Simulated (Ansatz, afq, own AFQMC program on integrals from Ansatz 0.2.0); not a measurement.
Te, quintet in def2-SVP, levels against full CI

A free Te atom.

Basis def2-SVP with its core potentials. Only valence electrons are correlated. AFQMC by an in-house program on the Cholesky factors that Ansatz 0.2.0 writes for its CCSD(T) run. ph-AFQMC/CISD is guided by a CISD state made of CCSD amplitudes; releasing the constraint for a short imaginary time cuts its bias at the price of noise, slowly where states lie close. Free AFQMC starts from the CCSD state and is never constrained. Its projection time is finite, and what remains of the start isn't in its error. Uncertainties: one standard error, sampling alone. No spin–orbit coupling.

Determinant: ROHF, the one that the program's search chose, which needn't be the lowest solution.

Full CI on the same integrals is exact in this basis and with this determinant's frozen core.

Cautions: no spin-orbit coupling; inner d shell frozen; another spin lies lower (by 9.42 eV); in this basis the state lies above a state of the ion, a sign that the basis lacks the diffuse functions it needs, so its energy is an artefact of the basis; CCSDTQ on the UHF determinant differs (29 meV lower), by its state or its frozen core.

The T1 diagnostic is 0.0016 and the weight of the determinant in the CISD state is 0.938. The size of the correlated space is 6 electrons in 17 orbitals.

| level | correlation energy (eV) |
| --- | --- |
| MP2 | -1.7758 |
| CCSD | -2.1426 |
| CCSD(T) | -2.1725 |

Task: Estimate where full CI lies against CCSD(T) on the same integrals.

Result: 1.2 kJ/mol below CCSD(T).

Reference: full CI, correlation energy -2.185 eV. The released energy is read at 2.40 1/Eh (meV from the phaseless value at times in 1/Eh: -1.1 ± 0.7 at 0.24, -0.9 ± 0.6 at 0.51, -2.1 ± 0.5 at 0.99, -2.7 ± 0.6 at 1.62, -3.1 ± 0.4 at 2.40).

```tsv
level	E − E(reference) (kJ/mol)	share of correlation (%)
CCSD(T)	1.2	99.42
CCSDT	0.6	99.71
CCSDT(Q)	0.1	99.94
CCSDTQ	0.0	99.99
ph-AFQMC/HF	3.5 ± 1.9	98.35
ph-AFQMC/CISD	0.3 ± 0.08	99.87
released AFQMC	0.0 ± 0.04	100.01
free AFQMC	-0.1 ± 0.04	100.04
```

CCSDT and higher add their correlation energy to the determinant of the CCSD(T) run, since their own runs factorise the integrals more tightly (a shift of under 2 meV). Free projections are given only where their last times agree within the noise and don't stop above the reference; a slow remainder of the start can still hide under it. A walk keeps the symmetry of its determinant, which the program's search chose and which needn't be the lowest solution, so a lower state of the same spin and another symmetry isn't excluded. Released energies are given only where the last usable release times agree within the noise; a slower fall can still hide under it.
